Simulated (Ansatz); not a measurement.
Basis-set extrapolation for C$_{4}$H$_{7}$NS, SMILES `C/C(C=S)=C/N` (PBE0-D4/def2-TZVP geometry, frozen core, Ansatz 0.2.0). Multiplicity 1, RHF reference.

```json
{"": "HF", "def2-TZVPP": "-607.585539", "def2-QZVPP": "-607.606390"}
{"": "MP2 correlation", "def2-TZVPP": "-1.039523", "def2-QZVPP": "-1.111190"}
{"": "CCSD(T) correlation", "def2-TZVPP": "-1.135660", "def2-QZVPP": "not run"}
```

Energies in hartree. Use E(X) = E(∞) + A·exp(−7.88·√X) for Hartree–Fock and E(X) = E(∞) + B·X^(−2.97) for correlation, with X = 3 and 4, and add CCSD(T) minus MP2 of the smaller set to the MP2 limit.

Q: What is the CCSD(T) energy at the basis-set limit?

A: HF limit: -607.606390 + (-0.020851) × 0.13774 = -607.60926. MP2 limit: -1.111190 + (-0.071667) × 0.74074 = -1.16428. Higher-order term: -1.135660 − (-1.039523) = -0.09614. Total: -608.86968 hartree, 389.8 kJ/mol below CCSD(T)/def2-TZVPP.
